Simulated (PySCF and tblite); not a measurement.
The numbers below are computed, except where a source is named.
C6H10, numbered as in [CH:1]#[C:2][CH2:3][CH2:4][CH2:5][CH3:6].

Conformers came from 90 starts (ETKDG and KDG, MMFF94s, GFN2-xTB); geometries are PBE0-D3(BJ)/def2-SVP. Energies: PBE0-D3(BJ)/def2-TZVP, with GFN2-xTB thermal terms (modes under about 100 cm⁻¹ blended into free rotors). Symmetry numbers and mirror images are counted. Conformers within 4 kcal/mol (GFN2-xTB free energy) were kept, 7 at most. Programs: PySCF with density fitting and tblite.

An NOE distance is ⟨r⁻⁶⟩^(−1/6) over all pairs of like atoms and, for the average, over conformers.

Torsions listed: C2–C3–C4–C5, C3–C4–C5–C6. Of a mirror pair one member is shown.

```
conformer        shape  weight %
        1   -63°, 179°      41.8
        2   180°, 180°      22.7
        3   -58°, -60°      20.7
        4  -178°, -65°      13.2
```

Not shown: 1 more, 1.6 % in all.

(1) Which H–H contacts under 3.5 Å would NOEs report (pairs on one atom left out) at 298.15 K?

## Answers

(1) 
```tsv
pair	in 1 (Å)	in 2 (Å)	in 3 (Å)	in 4 (Å)	average (Å)
H3 ··· H4	2.56	2.71	2.55	2.71	2.60
H5 ··· H6	2.63	2.63	2.63	2.63	2.63
H4 ··· H5	2.70	2.70	2.55	2.56	2.64
H3 ··· H5	3.03	2.72	3.69	3.02	3.00
H4 ··· H6	2.94	2.94	3.27	3.25	3.03
H3 ··· H6	4.85	4.66	3.00	2.91	3.49
```

Longer pairs under the limit may be missing.
